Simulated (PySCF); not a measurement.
Worked example for `N[SiH3]` (H5NSi): deprotonation at atom N1

Non-hydrogen atoms are numbered in `[NH2:1][SiH3:2]`.

Computed at ωB97X-D3(BJ)/ma-def2-TZVP // PBE0-D3(BJ)/ma-def2-SVP with PySCF (density fitting, grid level 2). The prefix ma- adds one diffuse s and one diffuse p function on all atoms but H. ωB97X-D3(BJ) is ωB97X-V with D3(BJ) in place of VV10. Zero-point and thermal terms (298.15 K, 1 bar) come from unscaled PBE0-D3(BJ)/ma-def2-SVP harmonic frequencies, with soft modes damped to free rotors in the entropy.

Step: `N[SiH3]` → `[NH-][SiH3]` + H⁺.

```jsonl
{"species": "N[SiH3]", "charge": "0", "multiplicity": "1", "E / Eh": "-347.350844"}
{"species": "[NH-][SiH3]", "charge": "-1", "multiplicity": "1", "E / Eh": "-346.733411"}
```

Thermal terms, products less reactant: Δ(H − E) = -33.10 kJ/mol, Δ(G − E) = -62.44 kJ/mol (the bare proton has no electronic energy, H = 5/2 RT). 1 Eh = 2625.50 kJ/mol.

Task: What are ΔE, ΔH and ΔG of this step?

Result: ΔE = 0.617433 Eh = 1621.07 kJ/mol; ΔH = 1588.0 kJ/mol; ΔG = 1558.6 kJ/mol, all in the gas phase at 298.15 K and 1 bar. The digits show the arithmetic; the method itself can be off by 10 kJ/mol or more.
